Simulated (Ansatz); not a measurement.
**Pyrite RuS2**

Method: PBE in Ansatz (PAW).

Numerical settings: plane-wave cutoff 520 eV, 6×6×6 k mesh, Fermi–Dirac smearing 0.01 eV, no spin polarisation, scalar-relativistic PAW data made under PBE.

Cell: relaxed at this level.

equilibrium volume per atom: 15.02 Å³/atom
bulk modulus B0: 173 GPa
lattice parameter a: 5.649 Å
band gap: 0.57 eV
smallest direct gap on the k points sampled: 0.81 eV
pressure derivative B′ of the bulk modulus: 4.9

Measured, for comparison: equilibrium volume per atom 14.71 Å³/atom, lattice constant a 5.61 Å (temperature not stated, not corrected to a static lattice; as tabulated in Wikipedia's data pages). Computed (rounded) less measured: equilibrium volume per atom +2.1 %, lattice constant a +0.7 %.

Note: the bulk modulus comes from volumes at which shape and atoms were relaxed.

Spin–orbit coupling is not included.

It cost roughly 7 core-minutes of CPU time.

Ansatz is a first-principles code.
